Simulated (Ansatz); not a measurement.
Gas-phase electronic energies from Ansatz, PBE0-D4/def2-TZVP geometries. CCSD(T)/CBS is the MP2 limit (def2-TZVPP, def2-QZVPP) plus CCSD(T) − MP2 in def2-TZVPP, frozen cores. DFT in def2-TZVPP. One conformer a species, not always the lowest.

Reaction (isomerisation): `CCS(C)=O` → `OCCCS`

**Question.** Is it downhill or uphill in electronic energy at CCSD(T)/CBS, and by how much? (An estimate is asked.)

**Answer.** Computed: Downhill: ΔE = -11.6 kcal/mol.

**Question.** What do these levels give: PBE-D4, r2SCAN-D4, PBE0-D4, SCS-MP2/def2-TZVPP, CCSD(T)/def2-TZVPP, MP2/def2-QZVPP? (Best estimate.)

**Answer.** The calculation gave: PBE-D4 -6.9, r2SCAN-D4 -7.2, PBE0-D4 -10.4, SCS-MP2/def2-TZVPP -13.3, CCSD(T)/def2-TZVPP -14.7, MP2/def2-QZVPP -10.0 kcal/mol.

Largest T1 diagnostic among the species: 0.014.

The D4 term adds +1.2 kcal/mol with B3LYP and +0.6 kcal/mol with PBE0; it sums over pairs of atoms, weighted by their polarisabilities, and B3LYP, whose exchange is more repulsive, gets the larger term. In def2-TZVPP, CCSD(T) changes the Hartree–Fock value by +4.4 kcal/mol (the triples alone add +1.7 kcal/mol) and MP2 by +7.0 kcal/mol.

B3LYP here is the variant with VWN-RPA as its local correlation; programs differ in this.
